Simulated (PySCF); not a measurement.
Species: difluoromethyl radical, CHF2 (doublet state).
Atom-mapped SMILES: `[F:1][CH:2][F:3]` (hydrogens: H4 on C2)

Cartesian coordinates in Å at the PBE0-D3(BJ)/def2-SVP level; atoms count from 1:
```
atom  x, y, z in Å
F1    -1.0811   -0.6030   -0.0784
C2     0.0033    0.0790    0.2273
F3     1.1006   -0.5872   -0.0667
H4    -0.0024    1.1207   -0.1279
```

Computed with PySCF 2.14.0, UKS B3LYP, IGLO-III on C F, pcH-1 on H, non-relativistic, mean-field spin-orbit, GIAO. Geometry: PBE0-D3(BJ)/def2-SVP; no solvent, vibrations or thermal averaging.

Problem. What is the g tensor, term by term?

Solution. 
```csv
Δg (ppm),1,2,3
relativistic mass correction,-242,-242,-242
gauge correction,3,31,37
orbital Zeeman/spin–orbit,-151,2606,2792
total,-391,2395,2586
```

So g = 2.00193, 2.00471, 2.00491 and g_iso = 2.00385; the tensor is close to axial: the two nearest values differ by 6 % of g3 − g1. 

Problem. At 34.141 GHz, how far is the centre of the isotropic spectrum from where a free electron (g = 2.002319) resonates?

Solution. B = hν/(g μB) with μB/h = 13.99624 MHz/mT gives 1218.24 mT for the free electron and 1217.31 mT at g_iso, 0.93 mT lower.

Problem. How much does each term add to the isotropic shift?

Solution. The orbital-Zeeman/spin–orbit term 1749, the mass correction -242 and the gauge correction 24 ppm, for a total of 1530 ppm. The orbital-Zeeman/spin–orbit term is the largest in size. The mass correction is the same along every axis, so the anisotropy comes from the other two: their spans along these axes are 34 (gauge) and 2943 ppm (orbital Zeeman/spin–orbit).

Problem. In a frozen sample, at which fields do the three g values resonate at 9.5, 34, 94 and 263 GHz (hyperfine left aside), and which band first spreads them over more than twice a line width of 1.0 mT?

Solution. 
```tsv
band	GHz	B(g3) mT	B(g2) mT	B(g1) mT	spread mT
X	9.5	338.55	338.58	339.05	0.50
Q	34.0	1211.64	1211.76	1213.44	1.80
W	94.0	3349.83	3350.15	3354.81	4.98
J	263.0	9372.39	9373.28	9386.33	13.94
```

The spread grows in proportion to the frequency. W band is the first where it exceeds 2.0 mT.

The largest Mulliken spin population is on C2 (+0.92). The angles at C2 add up to 340.4°, so it is pyramidal.

The HOMO–LUMO gaps are 8.16 eV among the α and 9.47 eV among the β orbitals.

The run took 17 s wall on one thread of an Arm Neoverse N1, on a shared host.
